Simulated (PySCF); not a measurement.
Molecule: Methylaminoethane, C$_{3}$H$_{9}$N.

Bonds (- single, = double, # triple, : aromatic): C1-C2 1.516 Å, C2-N3 1.443 Å, N3-C4 1.439 Å. C1 carries H5, H6, H7; C2 carries H8, H9; N3 carries H10; C4 carries H11, H12, H13.

Geometry PBE0-D3(BJ)/def2-SVP throughout; GIAO in PySCF 2.14.0 with density-fitted response routines, gas phase, one conformer, non-relativistic; equivalent atoms averaged; basis pcSseg-2.

(1) How do the absolute shieldings σ depend on the functional? (ppm; last column core-seconds on shared hosts with different chips, so compare them loosely; the GGAs took longer than the global hybrids here, which isn't the general rule, and the cause wasn't traced)

(2) Which nucleus moves most, in ppm?

Answers

(1) 
```csv
functional,kind,C2,C4,C1,N3,H11/H12/H13,H8/H9,H5/H6/H7,H10,core-s
HF,Hartree–Fock,145.9,154.9,172.6,227.2,29.37,29.45,30.58,31.96,13
LDA,LDA,126.1,139.7,163.2,205.2,28.09,28.05,29.65,31.07,30
PBE,GGA,125.7,138.4,161.0,201.5,28.53,28.52,30.05,31.49,38
BLYP,GGA,119.9,133.3,155.8,193.8,28.68,28.69,30.20,31.67,39
BP86,GGA,125.7,138.1,160.7,202.3,28.61,28.58,30.12,31.51,41
OPBE,GGA,133.3,144.4,166.2,210.1,28.66,28.60,30.14,31.46,38
KT2,GGA,129.5,141.9,164.2,202.6,28.54,28.51,30.05,31.48,35
KT3,GGA,129.0,140.9,162.6,201.3,28.75,28.73,30.23,31.61,37
B97-D,GGA,125.8,138.0,160.0,201.2,28.76,28.74,30.25,31.63,37
B3LYP,global hybrid,126.4,138.7,160.3,203.1,28.81,28.83,30.25,31.68,25
PBE0,global hybrid,133.2,144.5,165.9,212.0,28.75,28.73,30.16,31.54,25
mPW1PW91,global hybrid,132.6,143.8,165.1,211.5,28.81,28.79,30.21,31.58,24
WP04,global hybrid,120.1,131.4,152.6,197.2,29.26,29.19,30.56,31.65,20
B97-2,global hybrid,132.6,143.7,164.8,210.5,28.86,28.84,30.26,31.62,27
BHandHLYP,global hybrid,134.4,145.4,165.5,213.4,29.00,29.03,30.33,31.73,27
CAM-B3LYP,range-separated hybrid,131.2,143.1,164.1,210.7,28.80,28.83,30.19,31.63,36
wB97X-D,range-separated hybrid,133.9,144.9,166.0,214.5,28.89,28.88,30.26,31.63,34
LC-wPBE,range-separated hybrid,139.9,150.0,170.4,224.0,28.92,28.92,30.25,31.60,45
```

(2) N3 (amine nitrogen): from 193.8 ppm with BLYP to 227.2 ppm with HF. The smallest spread is 0.89 ppm, at H10. Proton shifts span only some 12 ppm, so a few tenths of a ppm matter as much there as several ppm in carbon.
